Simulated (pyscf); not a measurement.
Thermochemistry of product channels of `[Cl][GaH2]` + `[OH][SiH3]` on the singlet surface, in kcal/mol, from ωB97M-D3(BJ)/def2-TZVP energies (ideal gas, 1 atm, RRHO with modes under 100 cm⁻¹ raised to 100, one conformer, R ln 2 for chiral ones without a mode under 150 cm⁻¹). Single points on ωB97X-D3(BJ)/def2-SVP structures (PySCF, gas phase).

| products | ΔE | ΔH(298 K) | ΔG(298 K) | ΔG(600 K) |
|---|---|---|---|---|
| `[ClH]` + `[SiH3][O][GaH2]` | +11.1 | +9.7 | +10.3 | +10.7 |
| `[SiH3][O][GaH][Cl]` + `[H][H]` | [?] | -15.4 | -12.9 | -10.9 |

### Question
Complete the blanks.

### Answer

- `[SiH3][O][GaH][Cl]` + `[H][H]`, ΔE: -13.4

These are energies of the channels, which say nothing of barriers. Elements up to Kr have no core potential and no relativistic terms here.
